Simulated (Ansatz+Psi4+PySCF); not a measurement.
Two shapes of doublet SO₂(+).

Shape 1:

```xyz
3

S     0.0000    0.0000    0.0000
O     0.0000    1.3196    0.6153
O     0.0000   -1.2906    0.6018
```

Shape 2:

```xyz
3

S     0.0000    0.0000    0.0000
O     0.0000    1.3486    0.6289
O     0.0000   -1.2616    0.5883
```

Basis set: cc-pVTZ on O; cc-pV(T+d)Z on S (spherical functions). Left uncorrelated: 7 orbitals. Correlation on ROHF uses semicanonical orbitals with singles. Charge 1, multiplicity 2.

Computed with Ansatz (development build ahead of 0.2.0); each method stands on the lowest determinant of its kind that the runs found.

(1) Which shape is lower in energy, and by how much in each method?

Results:

(1)

| method | E(2) − E(1) (eV) |
| --- | --- |
| ROHF | -0.170 |
| UHF | -0.108 |
| ROHF-CCSD | 0.057 |
| UHF-CCSD | 0.049 |
| ROHF-CCSD(T) | 0.101 |

The methods disagree on the order. Caution for UHF, UHF-CCSD: the unrestricted determinant is spin contaminated. Caution for ROHF-CCSD, UHF-CCSD, ROHF-CCSD(T): large amplitudes, a single reference is doubtful. Caution for ROHF-CCSD(T): another reference gives a lower total.
